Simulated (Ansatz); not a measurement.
# CH5 (doublet): wave-function methods side by side at distance H1–H2 along a hydrogen transfer = 1.229 Å, 6-31G

How much of the correlation energy of CH5 (doublet) does each wave-function method recover here?

Method: 6-31G, core rule «outside noble gas», up to 1 orbitals frozen; program: Ansatz 0.2.0, Gaussian basis.

Plan: UHF; CCSD(T) on ROHF; CCSD(T) on UHF; BCCD(T) on ROHF; CISD; CCSDT(Q) on ROHF; CCSDT(Q) on UHF; CCSDTQ on ROHF; CASSCF and MRCISD+Q, 3 electrons in 3 orbitals; CASSCF and NEVPT2, 3 electrons in 3 orbitals; CASSCF and MRCISD+Q, 9 electrons in 9 orbitals; CASSCF and NEVPT2, 9 electrons in 9 orbitals; Full CI.

8 further runs of the same task are left out: 1 for a mislabelled method, 6 that didn't finish, 1 set aside as unsound or not needed.

## (1) The geometry

The geometry derives from fragments relaxed apart (PBE0/def2-TZVP) and kept rigid, so it is no stationary point. A hydrogen atom is moved between rigid fragments.

6 atoms, charge 0, spin multiplicity 2.

Atoms are counted from 1 here; the program's logs count them from 0.

Bond lengths: H2–C3 1.090 Å, C3–H4 1.080 Å, C3–H5 1.080 Å, C3–H6 1.080 Å. Angles: H2–C3–H4 90.0°, H2–C3–H5 90.0°, H2–C3–H6 90.0°, H4–C3–H5 120.0°, H4–C3–H6 120.0°, H5–C3–H6 120.0°.

## (2) UHF

File in.yaml:

```yaml
crystal:
  periodic: [false, false, false]
  atoms:
    - {symbol: H, position_ang: [-2.117476, 0.000000, 0.000000]}
    - {symbol: H, position_ang: [-0.888476, 0.000000, 0.000000]}
    - {symbol: C, position_ang: [0.201524, 0.000000, 0.000000]}
    - {symbol: H, position_ang: [0.201524, -1.080023, 0.000000]}
    - {symbol: H, position_ang: [0.201524, 0.540011, 0.935327]}
    - {symbol: H, position_ang: [0.201524, 0.540012, -0.935327]}
basis:
  gaussian: {orbitals: 6-31G}
magnetization: {spin_polarized: true, initial_magnetization: 1}
hamiltonian: {xc: hf}
output: {orbitals: {seedname: orbitals}}
```

Launch:

```sh
$ ansatz run in.yaml --threads 1 --pin off --events-out ev --progress --plain --max-ram 2393MiB
```

The runs that follow: CCSD(T) on ROHF; CCSD(T) on UHF; BCCD(T) on ROHF; CISD; CCSDT(Q) on ROHF; CCSDT(Q) on UHF; CCSDTQ on ROHF; CASSCF and MRCISD+Q, 3 electrons in 3 orbitals; CASSCF and NEVPT2, 3 electrons in 3 orbitals; CASSCF and MRCISD+Q, 9 electrons in 9 orbitals; CASSCF and NEVPT2, 9 electrons in 9 orbitals; Full CI.

Q: Predict the results of all the runs planned. Wanted: FCI below the RHF energy; RMP2 from FCI; UMP2 from FCI; RCCSD from FCI; RCCSD(T) from FCI; UCCSD(T) from FCI; RCCSDT(Q) from FCI; UCCSDT(Q) from FCI; NEVPT2 pair from FCI.

The runs gave:

| quantity | value |
| --- | --- |
| FCI below the RHF energy | -3.5183 eV |
| RMP2 from FCI | +638.5 meV |
| UMP2 from FCI | +632.6 meV |
| RCCSD from FCI | +62.9 meV |
| RCCSD(T) from FCI | +10.7 meV |
| UCCSD(T) from FCI | +10.8 meV |
| RCCSDT(Q) from FCI | +0.2 meV |
| UCCSDT(Q) from FCI | +0.2 meV |
| NEVPT2 pair from FCI | +522.7 meV |
| MRCISD+Q pair from FCI | +26.8 meV |
| NEVPT2 valence from FCI | +261.5 meV |
| levels within 1 kcal/mol (43 meV) | RCCSD(T), UCCSD(T), BCCD(T), RCCSDT, UCCSDT, RCCSDT(Q), UCCSDT(Q), RCCSDTQ, MRCISD+Q pair, MRCISD valence, MRCISD+Q valence |
| T1 diagnostic | 0.019 |
| effectively unpaired electrons | 1.03 |

**Reading.** RCCSD(T) lands +10.7 meV from the yardstick (0.3 % of the correlation energy). One determinant dominates. Of the multireference levels listed MRCISD+Q valence comes nearest in total energy (+6.0 meV), which doesn't show that its space is the better one. These misses are within one basis, not against nature; the frozen cores of restricted and unrestricted runs differ, which can shift their rows.
